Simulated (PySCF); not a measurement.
## Excitation energies in several basis sets

Species: carbonyl fluoride, CF₂O.
Bonds: O1–C2 (double), C2–F3, C2–F4.

TDDFT with PBE0 (PySCF), vertical singlets, core orbitals frozen in the response, spherical d and f functions. Isolated species at its PBE0-D3(BJ)/def2-SVP geometry, gas phase.

Problem. How do the low singlets change with the basis? Take 6-31G*, def2-SVP, 6-31+G*, def2-SVPD, aug-cc-pVDZ, def2-TZVP, def2-TZVPD and aug-cc-pVTZ.

Solution. 

```tsv
basis	functions	diffuse	S1 (eV)	S2 (eV)	S3 (eV)	S4 (eV)	S5 (eV)	LUMO (eV)	α (au)
6-31G*	56	no	7.22	10.46	10.52	10.83	10.99	0.02	13.0
def2-SVP	56	no	7.22	10.52	10.56	10.77	10.83	-0.22	12.3
6-31+G*	72	yes	7.17	9.00	10.15	10.18	10.53	-0.56	16.3
def2-SVPD	89	yes	7.16	9.22	10.22	10.37	10.52	-0.64	18.1
aug-cc-pVDZ	92	yes	7.17	8.95	10.09	10.13	10.52	-0.52	17.9
def2-TZVP	124	no	7.23	9.80	10.31	10.59	10.83	-0.38	15.9
def2-TZVPD	157	yes	7.20	8.95	10.09	10.15	10.55	-0.47	18.5
aug-cc-pVTZ	184	yes	7.21	8.94	10.08	10.13	10.50	-0.47	18.4
```

States are compared by their number. Against the largest diffuse basis here (aug-cc-pVTZ, itself not a converged limit), sets without diffuse functions differ by up to 0.02 eV in S1 and 0.49 eV in S5; the smaller diffuse sets differ by up to 0.05 and 0.05 eV. State by state, the largest deviation of a set without diffuse functions is S1 0.02, S2 1.57, S3 0.49, S4 0.70, S5 0.49 eV. The same number needn't mean the same state in each row. Against aug-cc-pVTZ the polarisability deviates by -29% in 6-31G*, -33% in def2-SVP, -11% in 6-31+G*, -1% in def2-SVPD, -3% in aug-cc-pVDZ, -13% in def2-TZVP, +1% in def2-TZVPD.
